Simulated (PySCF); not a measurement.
Species: C4H8NP.
Geometry (PBE0-D3(BJ)/def2-SVP, Å), atoms numbered from 1 in this order:
```xyz
14
C4H8NP angstrom
C     -0.7672    1.0044   -0.3163
N     -0.6087   -0.3866   -0.0043
C     -1.8236   -1.1032    0.2739
P      0.8699   -1.2477    0.1795
C      2.1634   -0.0419    0.5716
C      2.1391   -0.3260   -0.7179
H      0.2097    1.4756   -0.4956
H     -1.2597    1.5585    0.5071
H     -1.3813    1.1508   -1.2259
H     -2.5200   -1.0825   -0.5866
H     -1.5943   -2.1581    0.4920
H     -2.3643   -0.6887    1.1479
H      2.6665    0.6067    1.2925
H      2.6122   -0.0485   -1.6628
```

Level of theory: PySCF 2.14.0, PBE0-D3(BJ)/def2-SVP geometry optimisation, gas phase.

Masses are those of the commonest isotopes; rigid-rotor values at the optimised geometry. The values belong to one conformer with, in the numbering `[CH3:1][N:2]([CH3:3])[P:4]1[CH:5]=[CH:6]1`, C1–N2–P4–C5 22°.

Task: What are A, B and C (MHz)?

Result: Ia = 88.82, Ib = 225.02, Ic = 277.15 u·Å²; 505379 MHz·u·Å²/I gives A = 5690, B = 2246, C = 1823 MHz.

Task: Classify the top.

Result: An asymmetric top. Ray's parameter κ = (2B − A − C)/(A − C) = -0.781; −1 is the prolate and +1 the oblate limit.

Task: Is it planar, by Δ = Ic − Ia − Ib?

Result: Not planar: Δ = Ic − Ia − Ib = -36.69 u·Å². For a rigid frame Δ = −2 Σ m c², so Σ m c² = 18.35 u·Å² lies off the ab plane: 7.83 from hydrogen and 10.51 from heavier atoms. The atom farthest from that plane is 1.55 Å away.

Task: Give the other two planar moments, Paa and Pbb, and the rms extents of the mass along the axes.

Result: Paa = Σ m a² = (Ib + Ic − Ia)/2 = 206.67 and Pbb = Σ m b² = (Ia + Ic − Ib)/2 = 70.47 u·Å². With the mass M = 101.04 u, the rms extents √(P/M) along a, b and c are 1.43, 0.84, 0.43 Å.

Task: Predict some low-J microwave lines.

Result: The dipole components are |μa| = 0.27 D, |μb| = 1.47 D, |μc| = 0.08 D. The squared components, which scale the intensities, stand as 0.03 : 1.00 : 0.00 (a : b : c). Some lines, for components of 0.1 D or more:

| type | branch | J(Ka,Kc) | MHz | lower level (cm⁻¹) |
| --- | --- | --- | --- | --- |
| a | Q | 1(1,0) ← 1(1,1) | 422 | 0.251 |
| a | Q | 2(1,1) ← 2(1,2) | 1267 | 0.508 |
| b | R | 3(1,2) ← 2(2,1) | 2486 | 0.895 |
| a | R | 1(0,1) ← 0(0,0) | 4069 | 0.000 |
| b | Q | 2(1,1) ← 2(0,2) | 4325 | 0.406 |
| b | R | 2(0,2) ← 1(1,1) | 4658 | 0.251 |
| b | Q | 3(1,2) ← 3(0,3) | 5079 | 0.808 |
| b | Q | 4(1,3) ← 4(0,4) | 6195 | 1.340 |
| b | R | 4(1,3) ← 3(2,2) | 7321 | 1.302 |
| a | R | 2(1,2) ← 1(1,1) | 7716 | 0.251 |
| b | R | 2(1,2) ← 1(0,1) | 11160 | 0.136 |
| a | R | 3(0,3) ← 2(0,2) | 12064 | 0.406 |
| b | Q | 3(2,2) ← 3(1,3) | 12255 | 0.893 |
| a | R | 3(1,2) ← 2(1,1) | 12818 | 0.550 |
| b | R | 4(0,4) ← 3(1,3) | 13381 | 0.893 |
| a | R | 4(0,4) ← 3(0,3) | 15928 | 0.808 |
| a | R | 4(2,3) ← 3(2,2) | 16249 | 1.302 |
| a | R | 4(3,2) ← 3(3,1) | 16345 | 1.913 |
| a | R | 4(3,1) ← 3(3,0) | 16357 | 1.913 |
| a | R | 4(2,2) ← 3(2,1) | 16599 | 1.308 |
| a | R | 4(1,3) ← 3(1,2) | 17043 | 0.978 |
| b | Q | 3(3,0) ← 3(2,1) | 18119 | 1.308 |
| b | Q | 3(3,1) ← 3(2,2) | 18298 | 1.302 |
| b | Q | 4(3,2) ← 4(2,3) | 18394 | 1.844 |
| b | Q | 4(4,0) ← 4(3,1) | 25512 | 2.458 |
| b | R | 4(2,2) ← 3(1,3) | 29035 | 0.893 |
| b | R | 4(3,1) ← 3(2,2) | 34657 | 1.302 |
| b | R | 4(4,0) ← 3(3,1) | 41871 | 1.913 |

Not checked by PBE0-D3(BJ)/def2-SVP frequencies. These are rigid-rotor constants of the computed structure; measured ground-state constants (B0) also hold zero-point vibration. A rigid rotor knows nothing of internal rotation, which can split or shift real lines. Quadrupole hyperfine structure (14N) is left out.
